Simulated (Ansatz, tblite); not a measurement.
# (ZnTe)2 ring (Zn2Te2): rung by rung

An exercise on one series of results from a longer session: the logs are not shown, and one member is left open.

Program: Ansatz 0.2.0, Gaussian basis. Level of theory: as each input shows. These are calculated values, not measurements.

Levels to be run: GFN1-xTB, GFN2-xTB, PBE-D4/def2-TZVP, r2SCAN-D4/def2-TZVP, CAM-B3LYP-D4/def2-TZVP, r2SCAN0-D4/def2-TZVP, revPBE-D4/def2-TZVP, PBE-QIDH/def2-TZVP, B3LYP-D4/def2-TZVP, ωB97X-V/def2-TZVP, B2PLYP/def2-TZVP, PBE-D4/def2-SVP, PBE0-D4/def2-SVP, PBE0-D4/def2-TZVPD, PBE-D4/def2-TZVPD, r2SCAN-D4/def2-TZVPD, CCSD(T)/def2-SVP, MP2/def2-TZVP, RPA/def2-TZVP.

1 further run of the same task is left out (set aside as unsound or not needed).

## The geometry

The geometry is that of the singlet, from an earlier relaxation (r2SCAN-D4/def2-SVP).

4 atoms, charge 0, spin multiplicity 1.

Bond lengths: Zn1–Te2 2.534 Å, Zn1–Te4 2.534 Å, Te2–Zn3 2.534 Å, Zn3–Te4 2.534 Å. Angles: Te2–Zn1–Te4 121.6°, Zn1–Te2–Zn3 58.4°, Te2–Zn3–Te4 121.6°, Zn1–Te4–Zn3 58.4°.

Geometry (Å):

| atom | x (Å) | y (Å) | z (Å) |
| --- | --- | --- | --- |
| Zn1 | -1.1360 | 0.0595 | -0.4831 |
| Te2 | -0.8707 | -0.3255 | 2.0073 |
| Zn3 | 1.1360 | -0.0595 | 0.4831 |
| Te4 | 0.8707 | 0.3255 | -2.0073 |

Te takes a core potential in the def2 sets. No spin-orbit coupling is included.

PBE0-D4/def2-TZVP was run before; its log isn't repeated, and its numbers join the tables.

The first run:

Tight binding, by tblite at 300 K electronic temperature and without a spin-polarisation term:

```python
tblite.interface.Calculator('GFN1-xTB', numbers, positions, charge=0, uhf=0).singlepoint()
```

Tight binding, by tblite at 300 K electronic temperature and without a spin-polarisation term:

```python
tblite.interface.Calculator('GFN2-xTB', numbers, positions, charge=0, uhf=0).singlepoint()
```

start.molden holds the orbitals of an earlier run on this state, given as this run's starting guess.

Contents of in.yaml:

```yaml
crystal:
  periodic: [false, false, false]
  atoms:
    - {symbol: Zn, position_ang: [-1.136038, 0.059500, -0.483135]}
    - {symbol: Te, position_ang: [-0.870716, -0.325489, 2.007328]}
    - {symbol: Zn, position_ang: [1.136038, -0.059501, 0.483135]}
    - {symbol: Te, position_ang: [0.870716, 0.325480, -2.007328]}
basis:
  gaussian: {orbitals: def2-TZVP, initial_orbitals: start.molden}
hamiltonian: {xc: pbe, dispersion: d4}
scf: {omitted_lower_state_checks: [starts]}
output: {orbitals: {seedname: orbitals}}
```

Run with:

```bash
ansatz run in.yaml --threads 4 --pin off --events-out ev --progress --plain --max-ram 3916MiB
```

Steps of the session up to this table: PBE-D4/def2-TZVP; r2SCAN-D4/def2-TZVP; CAM-B3LYP-D4/def2-TZVP; r2SCAN0-D4/def2-TZVP; revPBE-D4/def2-TZVP; PBE-QIDH/def2-TZVP; B3LYP-D4/def2-TZVP; ωB97X-V/def2-TZVP; B2PLYP/def2-TZVP; PBE-D4/def2-SVP; PBE0-D4/def2-SVP; PBE0-D4/def2-TZVPD; PBE-D4/def2-TZVPD; r2SCAN-D4/def2-TZVPD; CCSD(T)/def2-SVP; MP2/def2-TZVP; RPA/def2-TZVP.

One of the session's tables, all rows but one given; the rest of the session is left out.

| level | HOMO (eV) | LUMO (eV) | gap (eV) |
| --- | --- | --- | --- |
| PBE-D4/def2-SVP | -4.95 | -3.34 | 1.61 |
| PBE-D4/def2-TZVP | -5.18 | -3.61 | 1.57 |
| PBE-D4/def2-TZVPD | -5.20 | -3.63 | 1.57 |
| revPBE-D4/def2-TZVP | -5.11 | -3.51 | 1.61 |
| r2SCAN-D4/def2-TZVP | -5.39 | -3.46 | 1.93 |
| r2SCAN-D4/def2-TZVPD | -5.40 | -3.47 | 1.93 |
| B3LYP-D4/def2-TZVP | -5.87 | -3.17 | 2.70 |
| PBE0-D4/def2-SVP | -5.90 | -2.67 | 3.23 |
| PBE0-D4/def2-TZVP | -6.08 | -2.91 | 3.16 |
| PBE0-D4/def2-TZVPD | -6.09 | -2.93 | 3.16 |
| r2SCAN0-D4/def2-TZVP | -6.22 | -2.83 | 3.39 |
| CAM-B3LYP-D4/def2-TZVP | ? | ? | ? |
| ωB97X-V/def2-TZVP | -8.08 | -1.19 | 6.90 |

**Question.** Estimate the row for CAM-B3LYP-D4/def2-TZVP.

As computed: HOMO (eV): -7.17; LUMO (eV): -2.14; gap (eV): 5.04. In the column «HOMO (eV)» it lies between ωB97X-V/def2-TZVP (-8.08) and r2SCAN0-D4/def2-TZVP (-6.22).
